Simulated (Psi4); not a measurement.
**MP3/def2-TZVPP run of H3PO (SMILES O=[PH3])**

Aim: the vertical singlet–triplet gap of H3PO at MP3/def2-TZVPP, from 2 runs. 

The calculation is run with Psi4 1.11.

5 further runs of the same task are left out: 2 that didn't finish, 3 set aside as unsound or not needed.

**1. The system as given**

H3PO: 5 atoms, total charge 0, spin state singlet. SMILES: `O=[PH3]`. The coordinates come from a GFN2-xTB relaxation.

Bond lengths: O1–P2 1.453 Å, P2–H3 1.388 Å, P2–H4 1.387 Å, P2–H5 1.387 Å. Angles: O1–P2–H3 115.2°, O1–P2–H4 115.3°, O1–P2–H5 115.2°, H3–P2–H4 103.2°, H3–P2–H5 103.0°, H4–P2–H5 103.2°.

**2. A single-point energy at MP3/def2-TZVPP**

Contents of h3op.inp:

```
memory 1600 mb

molecule system {
  O     -1.381960    -0.328270     0.532950
  P     -0.058510    -0.014650     0.022530
  H      0.807060     0.564860     0.939400
  H      0.663660    -1.098320    -0.454890
  H     -0.030250     0.876380    -1.039990
  symmetry c1
}

set globals {
  basis def2-TZVPP
  puream true
  e_convergence 1e-09
  d_convergence 1e-08
  scf_type pk
  num_frozen_docc 6
  mp_type conv
}

energy('mp3')
print_variables()
```

Command:

```console
$ psi4 -i h3op.inp -o h3op.out -n 1
```

h3op.out:

```text
[...]
  Running in c1 symmetry.
[...]
  Nuclear repulsion =   66.903001425581039
[...]
  Multiplicity = 1
[...]
  Nalpha       = 13
  Nbeta        = 13
[...]
    Number of basis functions: 115
[...]
   @RHF iter   1:  -417.24598922519408   -1.70311e-01   5.00206e-03 DIIS/ADIIS
[...]
   @RHF iter  10:  -417.39768900702791   -6.76437e-11   9.04756e-09 DIIS
[...]
    Orbital Energies [Eh]
    ---------------------
    Doubly Occupied:
       1A    -80.016893     2A    -20.500157     3A     -7.554430
       4A     -5.451148     5A     -5.451141     6A     -5.450421
       7A     -1.308791     8A     -0.862570     9A     -0.616579
      10A     -0.616187    11A     -0.563753    12A     -0.447881
      13A     -0.447762
[...]
  @RHF Final Energy:  -417.39768900702791
   => Energetics <=
    Nuclear Repulsion Energy =             66.9030014255810386
    One-Electron Energy =                -710.0259554300826039
    Two-Electron Energy =                 225.7252649974737153
    Total Energy =                       -417.3976890070279069
[...]
 Multipole Moments:
 ------------------------------------------------------------------------------------
     Multipole            Electronic (a.u.)      Nuclear  (a.u.)        Total (a.u.)
 ------------------------------------------------------------------------------------
 L = 1.  Multiply by 2.5417464519 to convert [e a0] to [Debye]
 Dipole X            :         -0.7667375            2.2501042            1.4833667
 Dipole Y            :         -0.1864156            0.5367392            0.3503236
 Dipole Z            :          0.2953931           -0.8676454           -0.5722523
 Magnitude           :                                                    1.6280590
[...]
	SCS-MP2 Total Energy (a.u.)        :  -417.80167545145525
	SOS-MP2 Total Energy (a.u.)        :  -417.80243343799481
[...]
	SOS-PI-MP2 Total Energy (a.u.)     :  -417.83356762499221
[...]
	MP2 Total Energy (a.u.)            :  -417.80015947837603
[...]
	SCS-MP3 Total Energy (a.u.)        :  -417.80475540851234
[...]
	MP3 Total Energy (a.u.)            :  -417.81247930660430
[...]
```

It took 15 s on 1 thread of Intel Xeon 6975P-C (Granite Rapids), shared host; peak memory 1.4 GiB.

**3. The triplet at the same level**

Contents of input.in:

```
memory 1600 mb

molecule {
  0 3
  O     -1.381960    -0.328270     0.532950
  P     -0.058510    -0.014650     0.022530
  H      0.807060     0.564860     0.939400
  H      0.663660    -1.098320    -0.454890
  H     -0.030250     0.876380    -1.039990
  units angstrom
  symmetry c1
  no_reorient
  no_com
}

set {
  reference uhf
  puream true
  e_convergence 1e-09
  d_convergence 1e-08
  scf_type pk
  num_frozen_docc 6
  maxiter 200
  mp_type conv
}

e_tot, wfn = energy("mp3/def2-TZVPP", return_wfn=True)
```

Command:

```console
$ psi4 input.in input.out -n 1
```

input.out:

```text
[...]
  Running in c1 symmetry.
[...]
  Nuclear repulsion =   66.903001425581039
[...]
  Multiplicity = 3
[...]
  Nalpha       = 14
  Nbeta        = 12
[...]
    Number of basis functions: 115
[...]
   @UHF iter   1:  -416.99450256421960    8.11750e-02   4.20896e-03 ADIIS/DIIS
[...]
   @UHF iter  19:  -417.18272083391247   -3.84262e-11   7.02630e-09 DIIS
[...]
   @S^2 Observed:                2.009489275E+00
[...]
    Orbital Energies [Eh]
    ---------------------
    Alpha Occupied:
       1A    -80.014147     2A    -20.672735     3A     -7.553784
       4A     -5.454136     5A     -5.449142     6A     -5.448860
       7A     -1.513410     8A     -0.896688     9A     -0.760185
      10A     -0.713042    11A     -0.686981    12A     -0.557059
      13A     -0.526686    14A     -0.151494
    Alpha Virtual:
      15A      0.133353    16A      0.161639    17A      0.170765
      18A      0.264738    19A      0.270009    20A      0.346157
      21A      0.404752    22A      0.411258    23A      0.439365
      24A      0.441753    25A      0.452536    26A      0.543499
[...]
  @UHF Final Energy:  -417.18272083391247
   => Energetics <=
    Nuclear Repulsion Energy =             66.9030014255810386
    One-Electron Energy =                -708.6660472877402981
    Two-Electron Energy =                 224.5803250282467900
    Total Energy =                       -417.1827208339125264
  UHF NO Occupations:
  HONO-2 :   12  A 1.9977258
  HONO-1 :   13  A 1.0000000
[...]
 Multipole Moments:
 ------------------------------------------------------------------------------------
     Multipole            Electronic (a.u.)      Nuclear  (a.u.)        Total (a.u.)
 ------------------------------------------------------------------------------------
 L = 1.  Multiply by 2.5417464519 to convert [e a0] to [Debye]
 Dipole X            :         20.0764120          -19.8286317            0.2477803
 Dipole Y            :          4.8631121           -4.7299656            0.1331465
 Dipole Z            :         -7.7392421            7.6459642           -0.0932779
 Magnitude           :                                                    0.2963509
[...]
	SCS-MP2 Total Energy (a.u.)        :  -417.54289276943774
	SOS-MP2 Total Energy (a.u.)        :  -417.54319002839179
[...]
	SOS-PI-MP2 Total Energy (a.u.)     :  -417.57091842796711
[...]
	MP2 Total Energy (a.u.)            :  -417.54229825152976
[...]
	SCS-MP3 Total Energy (a.u.)        :  -417.55008131349280
[...]
	MP3 Total Energy (a.u.)            :  -417.57105242774992
[...]
```

Wall time 35 s (1 thread of Intel Xeon 6975P-C (Granite Rapids), shared host); peak memory 1.4 GiB.

**4. Summary of results**

Level: MP3/def2-TZVPP, 6 core orbitals frozen.

```
                                                           quantity          value
                                              singlet: total energy  -417.81248 Eh
                       singlet: HOMO energy (Hartree–Fock orbitals)      -12.18 eV
                       singlet: LUMO energy (Hartree–Fock orbitals)        3.40 eV
                     singlet: HOMO–LUMO gap (Hartree–Fock orbitals)       15.59 eV
               singlet: correlation energy (6 core orbitals frozen)     -414.8 mEh
                                              triplet: total energy  -417.57105 Eh
triplet: HOMO energy (Hartree–Fock orbitals) (highest over α and β)       -4.12 eV
 triplet: LUMO energy (Hartree–Fock orbitals) (lowest over α and β)       -0.25 eV
               triplet: correlation energy (6 core orbitals frozen)     -388.3 mEh
                         triplet: ⟨S²⟩ of the reference determinant          2.009
                   vertical energy of the triplet above the singlet       6.570 eV
```

At this shape the triplet lies 6.57 eV (634 kJ/mol) above the singlet.
